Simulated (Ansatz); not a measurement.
# C₂H₄N₂S₂: how energies converge with the basis set

One table from this session's results is given with a row withheld; the runs are named, their logs left out.

Program: Ansatz 0.2.0, Gaussian basis. Level of theory: one geometry, several basis sets. These are calculated values, not measurements.

Plan: PBE0-D4/def2-SVP; ωB97M-V/def2-SVP; PBE0-D4/def2-QZVPP; ωB97M-V/def2-QZVPP; the functionals' def2-TZVPP values are taken from earlier runs.

## Structure used throughout

The geometry comes from an earlier relaxation with PBE0-D4 in a triple-zeta def2 set; it is a stationary point, not always the lowest conformer.

SMILES `NC(=S)C(N)=S`, 10 atoms, charge 0, spin multiplicity 1.

Atoms are counted from 1 here; the program's logs count them from 0.

Bond lengths: N1–C2 1.321 Å, N1–H7 1.005 Å, N1–H8 1.016 Å, C2–S3 1.650 Å, C2–C4 1.526 Å, C4–N5 1.321 Å, C4–S6 1.650 Å, N5–H9 1.005 Å, N5–H10 1.016 Å. Angles: C2–N1–H7 120.0°, C2–N1–H8 117.5°, H7–N1–H8 122.5°, N1–C2–S3 124.9°, N1–C2–C4 113.2°, S3–C2–C4 121.9°, C2–C4–N5 113.2°, C2–C4–S6 121.9°, N5–C4–S6 124.9°, C4–N5–H9 120.0°, C4–N5–H10 117.5°, H9–N5–H10 122.5°.

Geometry (Å):

```mol
C2H4N2S2
  3D, bonds by distance, orders not assigned

 10  9  0  0  0  0  0  0  0  0999 V2000
   -0.3478   -1.7222   -0.1819 N   0  0
    0.4001   -0.6348   -0.1370 C   0  0
    2.0364   -0.6064   -0.3483 S   0  0
   -0.4002    0.6349    0.1364 C   0  0
    0.3479    1.7222    0.1821 N   0  0
   -2.0364    0.6064    0.3484 S   0  0
    0.0757   -2.6166   -0.3557 H   0  0
   -1.3473   -1.6114   -0.0359 H   0  0
   -0.0756    2.6165    0.3564 H   0  0
    1.3473    1.6114    0.0356 H   0  0
  1  2  8  0
  2  3  8  0
  2  4  8  0
  4  5  8  0
  4  6  8  0
  1  7  8  0
  1  8  8  0
  5  9  8  0
  5 10  8  0
M  END
```

The first run:

in.yaml

```yaml
crystal:
  periodic: [false, false, false]
  atoms:
    - {symbol: N, position_ang: [-0.347846, -1.722220, -0.181925]}
    - {symbol: C, position_ang: [0.400081, -0.634817, -0.137005]}
    - {symbol: S, position_ang: [2.036405, -0.606419, -0.348305]}
    - {symbol: C, position_ang: [-0.400159, 0.634890, 0.136422]}
    - {symbol: N, position_ang: [0.347864, 1.722196, 0.182080]}
    - {symbol: S, position_ang: [-2.036395, 0.606403, 0.348383]}
    - {symbol: H, position_ang: [0.075700, -2.616577, -0.355678]}
    - {symbol: H, position_ang: [-1.347325, -1.611399, -0.035925]}
    - {symbol: H, position_ang: [-0.075609, 2.616479, 0.356391]}
    - {symbol: H, position_ang: [1.347275, 1.611444, 0.035565]}
basis:
  gaussian: {orbitals: def2-SVP}
hamiltonian: {xc: pbe0, dispersion: d4}
output: {orbitals: {seedname: orbitals}}
```

Started as:

```sh
$ ansatz run in.yaml --threads 4 --pin off --events-out ev --progress --plain --max-ram 10444MiB
```

Among the steps run: PBE0-D4 in def2-SVP; ωB97M-V in def2-SVP; PBE0-D4 in def2-QZVPP; ωB97M-V in def2-QZVPP.

One table of the session follows, with a row left open; its other results are not shown here.

It belongs to the step «Functionals by basis». 

| functional | basis | HOMO (eV) | LUMO (eV) |
| --- | --- | --- | --- |
| PBE0-D4 | def2-SVP | -6.28 | -2.32 |
| PBE0-D4 | def2-TZVPP | -6.46 | -2.58 |
| PBE0-D4 | def2-QZVPP | -6.50 | -2.65 |
| ωB97M-V | def2-SVP | -8.36 | -0.19 |
| ωB97M-V | def2-TZVPP | -8.59 | -0.54 |
| ωB97M-V | def2-QZVPP | ? | ? |

**Question.** Estimate the row for ωB97M-V, def2-QZVPP.

The run gave: HOMO (eV): -8.65; LUMO (eV): -0.64. In the column «HOMO (eV)» it is the lowest.
